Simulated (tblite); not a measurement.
Species: C4H5NS (charge +1 and doublet state).
SMILES: `C[C@@]1(C#N)C[S+]1`

Method: GFN2-xTB as coded in tblite; computed harmonic values from a numerical Hessian at the method's own geometry, unscaled. This tight-binding method is rough: wavenumbers can miss measured ones by several per cent, in bad cases by 10 to 20. Open shells enter through the occupations alone, without spin polarisation, and single modes of such species can be off by tens of per cent.

Harmonic wavenumbers (cm⁻¹): 148.6, 157.1, 179.1, 247.7, 314.2, 439.7, 518.6, 590.2, 654.5, 806.2, 830.0, 884.4, 981.2, 1021.2, 1039.7, 1194.6, 1253.5, 1369.7, 1392.2, 1420.3, 1442.6, 2404.1, 3014.8, 3027.6, 3037.6, 3042.3, 3048.0.

A = 4464, B = 2495, C = 2022 MHz; mass 99.014 u (most abundant isotopes); point group C1, symmetry number 1; spin multiplicity 2.

**Question.** Zero-point energy?

**Answer.** Half the sum of the wavenumbers: 17230 cm⁻¹ = 206.11 kJ/mol.

**Question.** Entropy at 200 K, 1 bar (ideal gas, RRHO, classical rotation)?

**Answer.** Translation 157.87, rotation 108.24, vibration 34.42, spin (R ln 2) 5.76: S = 306.3 J/(mol K).

**Question.** And Cp and H(200 K) − H(0)?

**Answer.** Cp = 81.60 J/(mol K), of which vibrations give 48.34 (their classical limit is 27 R = 224.5); H(200 K) − H(0) = 10.99 kJ/mol without the zero-point energy, 4.34 from vibrations.

**Question.** Blend soft modes into free rotors: weight 1/[1 + (100 cm⁻¹/ν̃)⁴] for the oscillator and the rest for a rotor with moment μB/(μ + B), μ = h/(8π²ν), B = 10⁻⁴⁴ kg m². What vibrational entropy results?

**Answer.** 34.79 J/(mol K) in place of 34.42, which changes −T·S at 200 K by -0.07 kJ/mol.

**Question.** How do the functions run with temperature in this model?

**Answer.** 
```csv
T (K),S (J/(mol K)),Cp (J/(mol K)),H − H(0) (kJ/mol),G − H(0) (kJ/mol),ln q(vib)
50,227.2,39.0,1.72,-9.64,0.03
100,259.5,55.6,4.10,-21.85,0.36
298.15,343.4,105.6,20.19,-82.19,2.86
373.15,368.9,122.5,28.76,-108.91,3.91
500,408.3,146.3,45.87,-158.25,5.70
750,474.2,178.5,86.79,-268.84,9.13
1000,528.6,199.6,134.22,-394.39,12.30
```

q(vib) and H(0) count from the zero-point level.

**Question.** Which modes carry the vibrational entropy at 200 K?

**Answer.** 148.6 cm⁻¹: 8.14; 157.1 cm⁻¹: 7.73; 179.1 cm⁻¹: 6.76; 247.7 cm⁻¹: 4.53; 314.2 cm⁻¹: 3.10; 439.7 cm⁻¹: 1.52 J/(mol K); the other 21 give 2.64 together.

Hindered rotation and anharmonicity are outside this model. The structure is chiral; the term R ln 2 for an equal mix with its mirror image is left out.
